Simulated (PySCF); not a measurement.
How exact exchange moves a shielding

Molecule: SMILES C/C=C(/F)C#N, C₄H₄FN.

Numbering as in the mapped SMILES `[CH3:1]/[CH:2]=[C:3](/[F:4])[C:5]#[N:6]` (H(Xn): hydrogen on atom n).

GIAO shieldings (ppm, equivalent atoms averaged) in PySCF on the PBE0-D3(BJ)/def2-SVP geometry, basis pcSseg-2, gas phase, non-relativistic:

```tsv
functional	exact exchange (%)	σ(C3)	σ(C5)	σ(C1)	σ(F4)
BLYP	0	29.2	58.3	159.5	279.3
BP86	0	34.4	61.4	163.7	278.8
PBE	0	34.3	61.1	164.1	276.7
B3LYP	20	32.8	61.3	164.4	298.8
mPW1PW91	25	37.8	64.2	168.8	301.3
BHandHLYP	50	38.7	65.9	170.4	324.1
HF	100	50.5	75.3	178.7	358.4
```

Problem. Fit each shielding as a line in the percentage of exact exchange.

Solution. σ(C3) = 32.0 + 0.17 x (rms 2.2 ppm); σ(C5) = 59.8 + 0.15 x (rms 1.3 ppm); σ(C1) = 162.6 + 0.16 x (rms 1.7 ppm); σ(F4) = 279.9 + 0.81 x (rms 2.4 ppm). The functionals also differ in their semilocal parts, which the line can't hold; Hartree–Fock has no correlation at all.

Problem. What does the line predict for PBE0 (25 %), and what does the run give?

Solution. σ(C3): 36.2 predicted, 38.5 computed; σ(C5): 63.5 predicted, 64.7 computed; σ(C1): 166.6 predicted, 169.5 computed; σ(F4): 300.1 predicted, 300.8 computed ppm.
